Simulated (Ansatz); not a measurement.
**AlNH₃ (doublet): the correlation ladder, cc-pVDZ**

How much of the correlation energy of AlNH₃ (doublet) does each wave-function method recover here?

Method: cc-pVDZ, core rule «outside noble gas», up to 6 orbitals frozen; program: Ansatz 0.2.0, Gaussian basis.

Plan: UHF; CCSD(T) on ROHF; CCSD(T) on UHF; BCCD(T) on ROHF; CISD; CCSDT(Q) on ROHF; CCSDT(Q) on UHF.

25 further runs of the same task are left out: 4 for a known fault of the program, 8 that didn't finish, 13 set aside as unsound or not needed.

**1. The system**

The geometry is a PBE0/def2-TZVP stationary point (not a proven minimum).

5 atoms, charge 0, spin multiplicity 2.

Atoms are counted from 1 here; the program's logs count them from 0.

Bond lengths: Al1–N2 1.744 Å, Al1–H3 1.581 Å, Al1–H4 1.581 Å, N2–H5 1.005 Å. Angles: N2–Al1–H3 117.1°, N2–Al1–H4 117.1°, H3–Al1–H4 125.8°, Al1–N2–H5 180.0°.

**2. UHF**

The input, in.yaml:

```yaml
crystal:
  periodic: [false, false, false]
  atoms:
    - {symbol: Al, position_ang: [0.000000, 0.000000, 0.585096]}
    - {symbol: N, position_ang: [0.000000, 0.000000, -1.159176]}
    - {symbol: H, position_ang: [0.000000, 1.407264, 1.304973]}
    - {symbol: H, position_ang: [0.000000, -1.407264, 1.304973]}
    - {symbol: H, position_ang: [0.000000, 0.000000, -2.164038]}
basis:
  gaussian: {orbitals: cc-pVDZ}
magnetization: {spin_polarized: true, initial_magnetization: 1}
hamiltonian: {xc: hf}
output: {orbitals: {seedname: orbitals}}
```

Run with:

```console
ansatz run in.yaml --threads 1 --pin off --events-out ev --progress --plain --max-ram 2393MiB
```

After this run come: CCSD(T) on ROHF; CCSD(T) on UHF; BCCD(T) on ROHF; CISD; CCSDT(Q) on ROHF; CCSDT(Q) on UHF.

Q: Predict the results of all the runs planned. Wanted: UCCSDT(Q) below the RHF energy; RMP2 from UCCSDT(Q); UMP2 from UCCSDT(Q); RCCSD from UCCSDT(Q); RCCSD(T) from UCCSDT(Q); UCCSD(T) from UCCSDT(Q); RCCSDT(Q) from UCCSDT(Q); T1 diagnostic.

**Answer**, as computed:

| quantity | value |
| --- | --- |
| UCCSDT(Q) below the RHF energy | -6.6793 eV |
| RMP2 from UCCSDT(Q) | +103.0 kJ/mol |
| UMP2 from UCCSDT(Q) | +102.7 kJ/mol |
| RCCSD from UCCSDT(Q) | +16.6 kJ/mol |
| RCCSD(T) from UCCSDT(Q) | +3.7 kJ/mol |
| UCCSD(T) from UCCSDT(Q) | +3.7 kJ/mol |
| RCCSDT(Q) from UCCSDT(Q) | +0.1 kJ/mol |
| levels within 1 kcal/mol (43 meV) | RCCSD(T), UCCSD(T), BCCD(T), RCCSDT, UCCSDT, RCCSDT(Q) |
| T1 diagnostic | 0.023 |

In words: RCCSD(T) misses by +3.7 kJ/mol, 0.6 % of the correlation energy. These misses are within one basis, not against nature; the frozen cores of restricted and unrestricted runs differ, which can shift their rows.
